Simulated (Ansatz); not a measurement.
Input file:

```yaml
crystal:
  periodic: [false, false, false]
  atoms:
    - {symbol: Si, position_ang: [0.000000, -0.066010, 1.277710]}
    - {symbol: Al, position_ang: [0.000000, 0.014356, -1.367591]}
    - {symbol: H, position_ang: [0.000000, 1.455013, 1.006599]}
basis:
  gaussian: {orbitals: cc-pVDZ}
total_charge: 1
magnetization: {spin_polarized: false, initial_magnetization: 1}
correlation: {method: fic_mrcisd_q, electrons: outside_noble_gas, active_space: {window: {electrons: 7, orbitals: 9}, shells: [{species: Al, l: s, shell: 3}, {species: Al, l: p, shell: 3}, {species: H, l: s, shell: 1}, {species: Si, l: s, shell: 3}, {species: Si, l: p, shell: 3}]}}
```

```sh
$ ansatz run in.yaml --threads 1 --pin off --events-out ev --progress --plain --max-ram 2393MiB
```

Output:

```
779 factors; integrals over basis functions are off by at most 1.8e-7 eV
mean field evaluation 1: about -14450.6341 eV, gradient 1.1e1 eV
mean field evaluation 2: about -14450.6373 eV, gradient 1.1e1 eV
mean field evaluation 4: about -14451.6196 eV, gradient 1.4e0 eV
mean field evaluation 8: about -14451.6650 eV, gradient 9.6e-2 eV
mean field evaluation 16: about -14452.0604 eV, gradient 2.6e0 eV
mean field evaluation 32: about -14452.1489 eV, gradient 6.6e-2 eV
mean field evaluation 64: about -14451.6523 eV, gradient 1.0e0 eV
mean field -14452.14899786 eV, -531.1066796530 hartree, gradient 1.3e-6 eV, S^2 0.750000; 9 other end points of the search recorded, 0 dependent functions left out
reference -14452.14899786 eV, -531.1066796530 hartree; 14, 13 occupied and 27, 28 virtual orbitals, 779 factors
state -14454.20511547 eV, -531.1822405813 hartree
contracted CI cycle   1: correlation 0.00000000 eV, 0.0000000000 hartree, residual 8.85e0 eV
contracted CI cycle   2: correlation -1.77503901 eV, -0.0652314806 hartree, residual 2.02e0 eV
contracted CI cycle   3: correlation -1.86148611 eV, -0.0684083527 hartree, residual 4.34e-1 eV
contracted CI cycle   4: correlation -1.86531407 eV, -0.0685490277 hartree, residual 1.08e-1 eV
contracted CI cycle   5: correlation -1.86554515 eV, -0.0685575199 hartree, residual 2.61e-2 eV
contracted CI cycle   6: correlation -1.86555877 eV, -0.0685580205 hartree, residual 6.45e-3 eV
contracted CI cycle   7: correlation -1.86555960 eV, -0.0685580507 hartree, residual 1.55e-3 eV
contracted CI cycle   8: correlation -1.86555965 eV, -0.0685580526 hartree, residual 4.18e-4 eV
state -14454.20511547 eV, -531.1822405813 hartree; corrected -14456.17000525 eV, -531.2544489489 hartree
Total energy: -14456.17000525 eV, -531.2544489489 hartree
Checks for a lower state left out: starts, orbital_swaps
```

Natural occupations: 1.9766 1.9383 1.8883 0.9921 0.0612 0.0423 0.0422 0.0348 0.0242.

For the same geometry and basis UCCSDT(Q) lies 1.4 meV higher.

Ran on 1 thread of AMD EPYC 7B13, shared host: 4.7 s wall, 0.35 GiB peak host memory.
